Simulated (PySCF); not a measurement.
Protons, H atoms and electrons added to or taken from C=C=O. Gas-phase values, no solvent. One relaxed conformer stands for each flexible species; it need not be the lowest. Strings in code marks are SMILES.

Calculation: PBE-D3(BJ)/def2-TZVP in PySCF. 

| species | HOMO–LUMO gap (eV) | LUMO (eV) |
|---|---|---|
| neutral parent (`C=C=O`) | 3.69 | -2.20 |
| proton added at C1 (`C[C+]=O`) | 8.00 | -9.56 |
| proton added at O3 (`[OH+]=C=C` (not the most basic site)) | 4.08 | -9.95 |
| H atom removed from C1 (`[CH]=C=O`) | – | – |
